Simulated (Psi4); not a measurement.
# C2H3B− (SMILES [BH2-]C#C): UMP2/3-21G (density fitting, density fitting for correlation, sweep point 2)

What is the energy change on altering one bond length of C2H3B− at UMP2/3-21G (density fitting, density fitting for correlation, sweep point 2)? 

The results are computed with Psi4 1.11.

**1. Starting point**

C2H3B− has 6 atoms, charge -1, and is taken as a doublet. As SMILES, `[BH2-]C#C`. Geometry: relaxed at GFN2-xTB.

Bond lengths: B1–C2 1.464 Å, C2–C3 1.247 Å, B1–H4 1.219 Å, B1–H5 1.219 Å, C3–H6 1.080 Å. Angles: B1–C2–C3 169.0°, C2–B1–H4 121.8°, C2–B1–H5 121.8°, C2–C3–H6 143.4°, H4–B1–H5 116.4°.

**2. The energy at UMP2/3-21G (density fitting, density fitting for correlation, sweep point 2)**

calc.inp

```
memory 1600 MB

molecule {
  -1 2
  B     -1.49654971     0.92759097    -1.06365125
  C      0.52706351    -0.32301089     0.34948595
  C      2.48995983    -1.33397657     1.17525847
  H     -3.07280806    -0.27058988    -2.24178210
  H     -1.75691617     3.21601151    -1.04292095
  H      3.30925059    -2.21604403     2.82362878
  units au
  symmetry c1
}

set {
  basis           3-21G
  reference       uhf
  puream          true
  scf_type        df
  num_frozen_docc 3
  maxiter         150
}

energy("mp2")
```

Launch:

```bash
$ psi4 -n 1 calc.inp calc.out
```

calc.out:

```text
[...]
  Running in c1 symmetry.
[...]
  Nuclear repulsion =   46.447729660170218
[...]
  Multiplicity = 2
[...]
  Nalpha       = 11
  Nbeta        = 10
[...]
    Number of basis functions: 33
[...]
   @DF-UHF iter   1:  -101.40539624495224   -1.06472e+00   9.80429e-03 DIIS/ADIIS
[...]
   @DF-UHF iter  18:  -101.49257139254503   -6.39488e-13   4.46068e-09 DIIS
[...]
   @S^2 Observed:                9.982133614E-01
[...]
    Orbital Energies [Eh]
    ---------------------
    Alpha Occupied:
       1A    -10.947432     2A    -10.918600     3A     -7.274151
       4A     -0.795245     5A     -0.546632     6A     -0.450602
       7A     -0.289701     8A     -0.247585     9A     -0.231583
      10A     -0.160275    11A     -0.022950
    Alpha Virtual:
      12A      0.425499    13A      0.426976    14A      0.539361
      15A      0.548760    16A      0.577146    17A      0.708891
      18A      0.809100    19A      0.859945    20A      0.909217
      21A      0.966212    22A      1.047519    23A      1.213091
      24A      1.252061    25A      1.275436    26A      1.454070
[...]
  @DF-UHF Final Energy:  -101.49257139254503
   => Energetics <=
    Nuclear Repulsion Energy =             46.4477296601702179
    One-Electron Energy =                -232.2976495233524190
    Two-Electron Energy =                  84.3573484706371772
    Total Energy =                       -101.4925713925450310
  UHF NO Occupations:
  HONO-2 :    9  A 1.9494134
  HONO-1 :   10  A 1.9299362
[...]
 Multipole Moments:
 ------------------------------------------------------------------------------------
     Multipole            Electronic (a.u.)      Nuclear  (a.u.)        Total (a.u.)
 ------------------------------------------------------------------------------------
 L = 1.  Multiply by 2.5417464519 to convert [e a0] to [Debye]
 Dipole X            :          1.3318763           -0.4696363            0.8622401
 Dipole Y            :         -0.7301278            0.1248444           -0.6052834
 Dipole Z            :          0.6625705            0.1497082            0.8122787
 Magnitude           :                                                    1.3302716
[...]
```

Run time: 1.4 s. Hardware: 1 thread of Intel Xeon 6975P-C (Granite Rapids), shared host; peak memory 0.19 GiB.

**3. The distorted shape, same level**

job.in

```
memory 1600 mb

molecule mol {
  -1 2
  B     -1.36635892    -0.21668923    -1.07401639
  C      0.65725431    -1.46729108     0.33912080
  C      2.62015063    -2.47825676     1.16489332
  H     -2.94261727    -1.41487007    -2.25214725
  H     -1.75691617     3.21601151    -1.04292095
  H      3.43944139    -3.36032422     2.81326363
  units au
  symmetry c1
}

set reference uhf
set puream true
set scf_type df
set num_frozen_docc 3
set maxiter 150

energy('mp2/3-21G')
```

Launch:

```bash
$ psi4 -i job.in -o job.out -n 1
```

job.out:

```text
[...]
  Running in c1 symmetry.
[...]
  Nuclear repulsion =   45.299876142528987
[...]
  Multiplicity = 2
[...]
  Nalpha       = 11
  Nbeta        = 10
[...]
    Number of basis functions: 33
[...]
   @DF-UHF iter   1:  -101.33702184278731   -1.16158e+00   9.79505e-03 DIIS/ADIIS
[...]
   @DF-UHF iter  21:  -101.43338519345453   -6.39488e-13   7.56032e-09 DIIS
[...]
   @S^2 Observed:                1.150644649E+00
[...]
    Orbital Energies [Eh]
    ---------------------
    Alpha Occupied:
       1A    -10.968182     2A    -10.934149     3A     -7.333739
       4A     -0.813597     5A     -0.559882     6A     -0.461059
       7A     -0.298697     8A     -0.249768     9A     -0.214567
      10A     -0.129735    11A     -0.045874
    Alpha Virtual:
      12A      0.368099    13A      0.413680    14A      0.473630
      15A      0.527168    16A      0.553699    17A      0.666754
      18A      0.792214    19A      0.866540    20A      0.880093
      21A      1.019289    22A      1.058587    23A      1.196008
      24A      1.234861    25A      1.262272    26A      1.439676
[...]
  @DF-UHF Final Energy:  -101.43338519345453
   => Energetics <=
    Nuclear Repulsion Energy =             45.2998761425289871
    One-Electron Energy =                -229.6399373133364463
    Two-Electron Energy =                  82.9066759773529469
    Total Energy =                       -101.4333851934545265
  UHF NO Occupations:
  HONO-2 :    9  A 1.9229891
  HONO-1 :   10  A 1.9094302
[...]
 Multipole Moments:
 ------------------------------------------------------------------------------------
     Multipole            Electronic (a.u.)      Nuclear  (a.u.)        Total (a.u.)
 ------------------------------------------------------------------------------------
 L = 1.  Multiply by 2.5417464519 to convert [e a0] to [Debye]
 Dipole X            :          1.5886703           -0.5308289            1.0578414
 Dipole Y            :         -1.9464920            0.6626824           -1.2838096
 Dipole Z            :          0.7273054            0.1545801            0.8818855
 Magnitude           :                                                    1.8827951
[...]
```

Run time: 1.4 s. Hardware: 1 thread of Intel Xeon 6975P-C (Granite Rapids), shared host; peak memory 0.19 GiB.

**4. Summary of results**

At UMP2/3-21G (density fitting, density fitting for correlation, sweep point 2), 3 core orbitals frozen:

```
                                                                   quantity          value
                                                  first shape: total energy  -101.70551 Eh
    first shape: HOMO energy (Hartree–Fock orbitals) (highest over α and β)       -0.62 eV
     first shape: LUMO energy (Hartree–Fock orbitals) (lowest over α and β)        9.45 eV
                   first shape: correlation energy (3 core orbitals frozen)     -212.9 mEh
                             first shape: ⟨S²⟩ of the reference determinant          0.998
                                              distorted shape: total energy  -101.64279 Eh
distorted shape: HOMO energy (Hartree–Fock orbitals) (highest over α and β)       -1.25 eV
 distorted shape: LUMO energy (Hartree–Fock orbitals) (lowest over α and β)        9.18 eV
               distorted shape: correlation energy (3 core orbitals frozen)     -209.4 mEh
                         distorted shape: ⟨S²⟩ of the reference determinant          1.151
          energy change with the B1–H5 bond stretched from 1.219 to 1.828 Å       1.707 eV
```

**Reading.** With the B1–H5 bond stretched from 1.219 to 1.828 Å the energy rises by 1.71 eV (39 kcal/mol). The first shape isn't relaxed at this level, so the change isn't measured from a minimum. ⟨S²⟩ (first shape) is 1.00 where a pure doublet has 0.75: the reference is spin-contaminated. ⟨S²⟩ (distorted shape) is 1.15 where a pure doublet has 0.75: the reference is spin-contaminated.
